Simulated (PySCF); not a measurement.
Species: C4H7N.
Bonds: N1–C2 (double), C2–C3, C3–C4, C4–C5, C2–C5. Hydrogens: H6 on N1; H7, H8 on C3; H9, H10 on C4; H11, H12 on C5.

Method: PySCF 2.14.0, PBE0-D3(BJ)/def2-SVP geometry optimisation, gas phase; density fitting, grid level 1; the optimiser is geomeTRIC in internal coordinates, started from an MMFF94s structure with every atom displaced at random (about 0.03 Å).

At the end of the run (lengths in Å): C3–C4 1.549, N1=C2 1.260, C4–H10 1.098, C5–H12 1.101, C5–H11 1.102, N1–H6 1.026, C3–H7 1.102, C3–C4–C5 90.1°, C2–C5–C4 88.6°, N1–C2–C5 130.7°, N1–C2–C3 136.8°, N1–C2–C3–C4 171°, C2–C3–C4–C5 6°, C3–C4–C5–C2 -6°, H9–C4–C5–C2 110°, H9–C4–C3–C2 -110°.

Question: These geometries were met on the way; a selection of coordinates is given. Order them by energy above the end point, lowest first.
A. C3–C4 1.415, N1=C2 1.370, C4–H10 1.188, C5–H12 1.037, C5–H11 1.145, N1–H6 1.067, C3–H7 1.136, C3–C4–C5 97.9°, C2–C5–C4 82.4°, N1–C2–C5 129.9°, N1–C2–C3 135.9°, N1–C2–C3–C4 172°, C2–C3–C4–C5 6°, C3–C4–C5–C2 -6°, H9–C4–C5–C2 118°, H9–C4–C3–C2 -116°
B. C3–C4 1.554, N1=C2 1.261, C4–H10 1.097, C5–H12 1.100, C5–H11 1.100, N1–H6 1.028, C3–H7 1.101, C3–C4–C5 89.7°, C2–C5–C4 89.1°, N1–C2–C5 130.5°, N1–C2–C3 137.3°, N1–C2–C3–C4 171°, C2–C3–C4–C5 6°, C3–C4–C5–C2 -6°, H9–C4–C5–C2 110°, H9–C4–C3–C2 -111°
C. C3–C4 1.567, N1=C2 1.250, C4–H10 1.096, C5–H12 1.101, C5–H11 1.100, N1–H6 1.032, C3–H7 1.101, C3–C4–C5 90.4°, C2–C5–C4 88.2°, N1–C2–C5 131.8°, N1–C2–C3 134.5°, N1–C2–C3–C4 171°, C2–C3–C4–C5 6°, C3–C4–C5–C2 -6°, H9–C4–C5–C2 111°, H9–C4–C3–C2 -112°
D. C3–C4 1.591, N1=C2 1.291, C4–H10 1.123, C5–H12 1.109, C5–H11 1.109, N1–H6 1.010, C3–H7 1.107, C3–C4–C5 91.1°, C2–C5–C4 88.0°, N1–C2–C5 124.7°, N1–C2–C3 140.9°, N1–C2–C3–C4 170°, C2–C3–C4–C5 6°, C3–C4–C5–C2 -6°, H9–C4–C5–C2 114°, H9–C4–C3–C2 -113°

Answer: B (0.003 eV), C (0.022 eV), D (0.166 eV), A (1.095 eV).

```json
{"step": "3", "E above end (eV)": "0.003", "rms distance from the end, all atoms (Å)": "0.010", "largest force (eV/Å)": "0.215", "rms shift of all bonds from the end (Å)": "0.002"}
{"step": "2", "E above end (eV)": "0.022", "rms distance from the end, all atoms (Å)": "0.023", "largest force (eV/Å)": "0.920", "rms shift of all bonds from the end (Å)": "0.006"}
{"step": "1", "E above end (eV)": "0.166", "rms distance from the end, all atoms (Å)": "0.063", "largest force (eV/Å)": "2.464", "rms shift of all bonds from the end (Å)": "0.018"}
{"step": "0", "E above end (eV)": "1.095", "rms distance from the end, all atoms (Å)": "0.061", "largest force (eV/Å)": "7.773", "rms shift of all bonds from the end (Å)": "0.063"}
```

Rows stand in the order of the answer.
